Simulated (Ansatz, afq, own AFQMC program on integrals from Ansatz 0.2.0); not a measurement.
Where AFQMC and coupled cluster stand for AlH₄⁻, singlet

```yaml
atoms:
  - { symbol: Al, position_ang: [-0.0039, 0.0039, 0.0038] }
  - { symbol: H, position_ang: [0.9462, 0.9552, 0.9544] }
  - { symbol: H, position_ang: [-0.9577, -0.9435, 0.9545] }
  - { symbol: H, position_ang: [-0.9513, 0.9538, -0.9507] }
  - { symbol: H, position_ang: [1.0661, -1.0690, -1.0611] }
```

Basis 6-31++G**. Only valence electrons are correlated. AFQMC by an in-house program on the Cholesky factors that Ansatz 0.2.0 writes for its CCSD(T) run. ph-AFQMC/CISD is guided by a CISD state made of CCSD amplitudes; releasing the constraint for a short imaginary time cuts its bias at the price of noise, slowly where states lie close. Uncertainties: one standard error, sampling alone.

Determinant: RHF, the one that the program's search chose, which needn't be the lowest solution. The geometry is a point of a scan.

No full CI on the walks' own integrals is used here; CCSDT(Q) serves as the reference and is uncertain by about the last step of the cluster series.

Cautions: the ph-AFQMC/CISD walk drifts between its halves (2.1 errors).

The T1 diagnostic is 0.0114 and the weight of the determinant in the CISD state is 0.927. The size of the correlated space is 8 electrons in 42 orbitals.

Reference: CCSDT(Q), correlation energy -3.344 eV. The released energy is read at 2.40 1/Eh (meV from the phaseless value at times in 1/Eh: 2 ± 3 at 0.24, 3 ± 3 at 0.51, 1 ± 3 at 0.99, -6 ± 4 at 1.62, -1 ± 4 at 2.40).

```tsv
level	E − E(reference) (meV)	share of correlation (%)
HF	3343.6	0.00
MP2	765.8	77.10
CCSD	61.6	98.16
CCSD(T)	14.9	99.55
CCSDT	0.8	99.98
ph-AFQMC/HF	-29.4 ± 27.0	100.88
ph-AFQMC/CISD	1.9 ± 3.1	99.94
released AFQMC	1.2 ± 4.5	99.96
```

A walk keeps the symmetry of its determinant, which the program's search chose and which needn't be the lowest solution, so a lower state of the same spin and another symmetry isn't excluded. Released energies are given only where the last usable release times agree within the noise; a slower fall can still hide under it.
